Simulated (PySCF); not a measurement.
pyridine (C₅H₅N), SMILES c1ccncc1. Atoms are numbered in the order given.

```xyz
11

C      0.0000     0.0000     1.3848
C      0.0000    -1.1985     0.6718
C      0.0000    -1.1410    -0.7240
N      0.0000     0.0000    -1.4146
C      0.0000     1.1410    -0.7240
C      0.0000     1.1985     0.6718
H      0.0000     0.0000     2.4789
H      0.0000    -2.1642     1.1839
H      0.0000    -2.0667    -1.3130
H      0.0000     2.0667    -1.3130
H      0.0000     2.1642     1.1839
```
Charge 0, spin multiplicity 1.

Geometry optimised at ωB97X-D3(BJ)/def2-SVP.

Computed with PySCF with PBE0/def2-TZVP.

Atomic charges (e):

| atom | Mulliken | Löwdin |
|---|---|---|
| C1 | -0.14 | -0.13 |
| C2 | -0.09 | -0.15 |
| C3 | -0.06 | -0.21 |
| N4 | -0.21 | 0.13 |
| C5 | -0.06 | -0.21 |
| C6 | -0.09 | -0.15 |
| H7 | 0.13 | 0.15 |
| H8 | 0.13 | 0.15 |
| H9 | 0.13 | 0.14 |
| H10 | 0.13 | 0.14 |
| H11 | 0.13 | 0.15 |

Computed Mayer and Wiberg (Löwdin basis) orders of the bonds:
```csv
bond,Mayer,Wiberg
C1–C2,1.46,1.59
C2–C3,1.42,1.60
C3–N4,1.50,1.79
N4–C5,1.50,1.79
C1–C6,1.46,1.59
C5–C6,1.42,1.60
C1–H7,0.95,0.83
C2–H8,0.95,0.83
C3–H9,0.97,0.85
C5–H10,0.97,0.85
C6–H11,0.95,0.83
```
